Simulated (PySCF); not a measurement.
Molecule: Z-3-Amino-2-propenenitrile (C(=C/C#N)/N, C3H4N2).

Atoms are numbered as in `[N:1]#[C:2]/[CH:3]=[CH:4]\[NH2:5]`. Each H is labelled by its parent atom.

Spin–spin couplings on one PBE0-D3(BJ)/def2-SVP geometry, PySCF 2.14, gas phase, non-relativistic, equivalent pairs averaged; isotopes 13C, 1H, 15N; basis pcJ-1.

Problem. How do the couplings (Hz) change with the functional? Times are CPU seconds on shared hosts with different chips, so compare them loosely.

Solution. 
```tsv
functional	functions	1J(C3,H(C3))	1J(C4,H(C4))	1J(N5,H(N5))	1J(C2,C3)	1J(C3,C4)	1J(C4,N5)	1J(N1,C2)	core-s
LDA	175	149.1	135.6	-81.2	70.3	65.1	-12.6	-9.5	25
PBE	175	175.4	160.4	-92.2	80.9	78.6	-16.4	-11.5	34
KT2	175	191.6	171.6	-101.0	67.4	67.6	-11.6	-4.8	27
B3LYP	175	191.0	174.5	-100.7	92.8	86.9	-19.3	-19.5	19
PBE0	175	181.3	165.9	-95.7	89.5	84.5	-18.1	-18.4	26
B97-2	175	172.9	159.0	-92.3	88.2	82.6	-18.4	-17.6	27
BHandHLYP	175	205.3	187.3	-107.1	108.3	99.5	-21.9	-31.4	31
CAM-B3LYP	175	188.4	171.9	-99.3	93.4	86.0	-18.8	-21.7	38
``` Left out for a near triplet instability: HF/pcJ-1.
